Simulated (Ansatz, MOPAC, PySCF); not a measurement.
Barrier height from CH3 (SMILES [CH3]) + NH3 (SMILES N) to the transition structure CH6N, without zero-point energy, on the benchmark's geometries as Psi4's copy of the set gives them.
Transition structure (charge 0, multiplicity 2):
```xyz
8

C     -1.2608     0.0000     0.0123
N      1.3133     0.0000    -0.1368
H     -1.5840     0.9085    -0.4847
H     -1.4637    -0.0046     1.0773
H     -1.5847    -0.9039    -0.4927
H      0.0431    -0.0001    -0.1517
H      1.4805     0.8056     0.4678
H      1.4806    -0.8055     0.4678
```
Reactant (charge 0, multiplicity 2):
```tsv
atom	x (Å)	y (Å)	z (Å)
C	0.0000	0.0000	0.0000
H	0.0000	0.0000	1.0773
H	0.0000	0.9330	-0.5387
H	0.0000	-0.9330	-0.5387
```
Reactant (charge 0, multiplicity 1):
```xyz
4

N      0.0000     0.0000     0.1129
H      0.0000     0.9380    -0.2634
H      0.8124    -0.4690    -0.2634
H     -0.8124    -0.4690    -0.2634
```

Open shells are unrestricted; no spin–orbit coupling.

The state that PM3 reach isn't checked.

The values were computed with Ansatz (a quantum-chemistry and plane-wave program); MOPAC for PM3 (differences of heats of formation); PySCF for the dispersion terms. 

**Question.** One of these levels gives 14.21 kcal/mol for the barrier height. Which one is it?
A) r2SCAN-D3(BJ)/def2-TZVPPD
B) B3LYP-D4/def2-TZVPPD
C) PM3
D) CAM-B3LYP-D3(BJ)/def2-TZVPPD

**Answer.** D, CAM-B3LYP-D3(BJ)/def2-TZVPPD. The others give 18.97 (PM3), 11.18 (r2SCAN-D3(BJ)/def2-TZVPPD), 12.17 (B3LYP-D4/def2-TZVPPD)
